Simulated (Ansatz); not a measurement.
`[CH3][AlH][CH3]`, 10 atoms. Charge 0, multiplicity 1. All runs use 2 threads of a server CPU on a shared host. Correlated methods freeze the cores. Open-shell runs search over several starts.

Question: Give the basis size and wall time and peak host memory of each of these runs in Ansatz. UKS PBE-D4/def2-TZVPP energy of the cation; UKS r2SCAN-D4/def2-TZVPP energy of the cation; UKS PBE0-D4/def2-TZVPP energy of the cation; RKS PBE0-D4/def2-TZVP relaxation (4 steps); RKS PBE-D4/def2-TZVPP energy and forces; RKS BHLYP-D4/def2-TZVPP energy; UKS ωB97X-V/def2-TZVPP energy of the cation; direct RPA on PBE orbitals/def2-TZVPP energy; UKS ωB97M-V/def2-TZVPP energy of the cation; UKS B2PLYP (frozen core)/def2-TZVPP energy of the cation; RHF-CCSD(T)/def2-SVP energy; RKS PBE0-D4/def2-QZVPP energy. (Estimate.)

Answer: Computed: Other jobs shared the machine, so times are rough.

```csv
level,job,functions,wall time,peak host memory (GiB)
RHF-CCSD(T)/def2-SVP,energy,81,1.7 s,0.23
RKS PBE-D4/def2-TZVPP,energy and forces,202,2.5 s,0.2
RKS BHLYP-D4/def2-TZVPP,energy,202,2.6 s,0.34
direct RPA on PBE orbitals/def2-TZVPP,energy,202,5.5 s,0.4
RKS PBE0-D4/def2-QZVPP,energy,394,11 s,0.91
RKS PBE0-D4/def2-TZVP,relaxation (4 steps),141,12 s,0.25
UKS PBE-D4/def2-TZVPP,energy of the cation,202,17 s,0.39
UKS PBE0-D4/def2-TZVPP,energy of the cation,202,23 s,0.63
UKS B2PLYP (frozen core)/def2-TZVPP,energy of the cation,202,24 s,0.58
UKS r2SCAN-D4/def2-TZVPP,energy of the cation,202,31 s,0.48
UKS ωB97X-V/def2-TZVPP,energy of the cation,202,40 s,0.8
UKS ωB97M-V/def2-TZVPP,energy of the cation,202,43 s,0.84
```
